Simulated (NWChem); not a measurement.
Species: ammonia (NH3); SMILES N

Computed with NWChem. Each level has its own optimisation; frequencies are unscaled.

```
level            basis functions  r H–N (Å)  highest harmonic frequency (cm⁻¹)  lowest (cm⁻¹)  zero-point energy (kcal/mol)  dipole (D)  relative time
---------------  ---------------  ---------  ---------------------------------  -------------  ----------------------------  ----------  -------------
PBE/3-21G                     15      1.033                               3438            760                          20.5        1.96              1
PBE/pcseg-1                   29      1.029                               3486           1056                          20.9        1.81              2
PBE/aug-pcseg-1               50      1.027                               3494           1024                          20.8        1.49              3
PBE/pcseg-2                   72      1.022                               3508           1042                          21.0        1.63             10
PBE/def2-TZVPP                73      1.022                               3509           1033                          21.0        1.62              9
```

Relative times are rough (shared machine, one core).
